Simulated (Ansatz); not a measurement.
I need a rigid scan of one bond angle of BH6NO, SMILES [NH3+][BH2-]O. Use Ansatz 0.2.0 through its Python package. Level of theory (for the species named): B3LYP, 6-31G* basis, multiplicity 1, D3BJ dispersion.

```yaml
atoms:
  - { symbol: N, position_ang: [-0.9644, 0.3269, -0.2884] }
  - { symbol: B, position_ang: [0.3842, -0.3502, -0.0118] }
  - { symbol: O, position_ang: [1.1930, 0.5019, 0.8786] }
  - { symbol: H, position_ang: [-1.4773, 0.4682, 0.6111] }
  - { symbol: H, position_ang: [-0.8052, 1.2513, -0.7490] }
  - { symbol: H, position_ang: [-1.5340, -0.2806, -0.9196] }
  - { symbol: H, position_ang: [0.1977, -1.4098, 0.5063] }
  - { symbol: H, position_ang: [0.9632, -0.5180, -1.0426] }
  - { symbol: H, position_ang: [2.0428, 0.0102, 1.0154] }
```

The script, `bh6no_bend.py`:
```python
import ansatz as az
from ase import Atoms


def main() -> None:
    atoms = Atoms(["N", "B", "O", "H", "H", "H", "H", "H", "H"], positions=[
        (-0.9644, 0.3269, -0.2884),
        (0.3842, -0.3502, -0.0118),
        (1.193, 0.5019, 0.8786),
        (-1.4773, 0.4682, 0.6111),
        (-0.8052, 1.2513, -0.749),
        (-1.534, -0.2806, -0.9196),
        (0.1977, -1.4098, 0.5063),
        (0.9632, -0.518, -1.0426),
        (2.0428, 0.0102, 1.0154),
    ])

    first = (
        az.Crystal.molecule_from_ase(atoms).calculation()
        .basis(gaussian="6-31G*")
        .functional("B3LYP", dispersion="d3bj")
        .relax(force_tolerance=0.02, max_steps=80)
    )
    atoms.positions = first.run().report["positions_ang"]

    rows = []
    for angle in [85, 95, 105, 115, 125, 140, 160]:
        bent = atoms.copy()
        bent.set_angle(1, 2, 8, angle, indices=[8])
        model = (
            az.Crystal.molecule_from_ase(bent).calculation()
            .basis(gaussian="6-31G*")
            .functional("B3LYP", dispersion="d3bj")
        )
        rows.append((angle, model.run().report["free_energy_ev"]))
    floor = min(e for _, e in rows)
    for angle, e in rows:
        print(f"angle B1-O2-H8 = {angle:3d} deg   {1000 * (e - floor):9.1f} meV")


if __name__ == "__main__":
    main()
```

```console
$ python bh6no_bend.py
angle B1-O2-H8 =  85 deg       379.9 meV
angle B1-O2-H8 =  95 deg       123.7 meV
angle B1-O2-H8 = 105 deg         3.2 meV
angle B1-O2-H8 = 115 deg         0.0 meV
angle B1-O2-H8 = 125 deg        91.4 meV
angle B1-O2-H8 = 140 deg       344.2 meV
angle B1-O2-H8 = 160 deg       722.3 meV
```

Notes:
- The scan is rigid, and the energies are electronic, in a modest basis. The zero is the lowest point of the grid, which needn't be the minimum.
- b3lyp holds the VWN-RPA fit, as in Gaussian; the form of ORCA and Turbomole is b3lyp5.
- Timing: 57 s on 1 thread of Arm Neoverse V2, with other jobs on the host, peak memory 0.2 GiB.
